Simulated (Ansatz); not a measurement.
# BHS: a ladder of functionals and wavefunction methods

An exercise on one series of results from a longer session: the logs are not shown, and one member is left open.

The runs use Ansatz 0.2.0, Gaussian basis; functionals in def2-TZVPP, the program's frozen cores in correlated methods.

Plan: LDA (SPW92), PBE-D4, revPBE-D4, BLYP-D4, r2SCAN-D4, B97M-V, PBE0-D4, B3LYP-D4, r2SCANh-D4, r2SCAN0-D4, HSE06-D4, BHLYP-D4, CAM-B3LYP-D4, LC-ωPBE, ωB97X-V, ωB97M-V, B2PLYP, PBE-QIDH; CCSD(T)/def2-SVP; CCSD(T)/def2-TZVPP; CCSD(T)/def2-QZVPP; extrapolation to the limit; RPA on PBE.

## Structure used throughout

The geometry comes from an earlier relaxation with PBE0-D4 in a triple-zeta def2 set; it is a stationary point.

SMILES `B=S`, 3 atoms, charge 0, spin multiplicity 1.

Atoms are counted from 1 here; the program's logs count them from 0.

Bond lengths: B1–S2 1.598 Å, B1–H3 1.175 Å. Angles: S2–B1–H3 180.0°.

Set-up of the first run:

in.yaml reads:

```yaml
crystal:
  periodic: [false, false, false]
  atoms:
    - {symbol: B, position_ang: [-0.038631, -0.014314, 0.134807]}
    - {symbol: S, position_ang: [0.399156, 0.147542, -1.393323]}
    - {symbol: H, position_ang: [-0.360535, -0.133228, 1.258507]}
basis:
  gaussian: {orbitals: def2-TZVPP}
hamiltonian: {xc: lda}
output: {orbitals: {seedname: orbitals}}
```

Run with:

```bash
$ ansatz run in.yaml --threads 2 --pin off --events-out ev --progress --plain --max-ram 22528MiB --backend cpu
```

Steps of the session up to this table: LDA; PBE-D4 (GGA); revPBE-D4 (GGA); BLYP-D4 (GGA); r2SCAN-D4 (meta-GGA); B97M-V (meta-GGA); PBE0-D4 (hybrid); B3LYP-D4 (hybrid); r2SCANh-D4 (hybrid); r2SCAN0-D4 (hybrid); HSE06-D4 (hybrid); BHLYP-D4 (hybrid); CAM-B3LYP-D4 (range-separated); LC-ωPBE (range-separated); ωB97X-V (range-separated); ωB97M-V (range-separated); B2PLYP (double hybrid); PBE-QIDH (double hybrid).

One of the session's tables, all rows but one given; the rest of the session is left out.

It belongs to the step «Frontier levels by functional». 

```
  functional  HOMO (eV)  gap (eV)
 LDA (SPW92)      -7.55      5.25
      PBE-D4      -7.41      5.30
   revPBE-D4      -7.35      5.32
     BLYP-D4      -7.20      5.24
   r2SCAN-D4          ?         ?
      B97M-V      -7.64      5.81
     PBE0-D4      -8.53      7.34
    B3LYP-D4      -8.26      6.87
  r2SCANh-D4      -8.07      6.56
  r2SCAN0-D4      -8.69      7.67
    HSE06-D4      -8.12      6.56
    BHLYP-D4      -9.45      9.26
CAM-B3LYP-D4      -9.80      9.73
     LC-ωPBE     -11.22     12.27
     ωB97X-V     -10.83     11.82
     ωB97M-V     -10.67     11.51
```

Q: Estimate the row for r2SCAN-D4 from the others.

Worked estimate for «HOMO (eV)». Against the share of exact exchange, r2SCANh-D4 (0.1, -8.07), r2SCAN0-D4 (0.25, -8.69) give a slope of -4.13 per unit share; at 0 the line stands at -7.66.

**Answer.** HOMO (eV): -7.65; gap (eV): 5.81. In «HOMO (eV)» the line misses by -0.01.
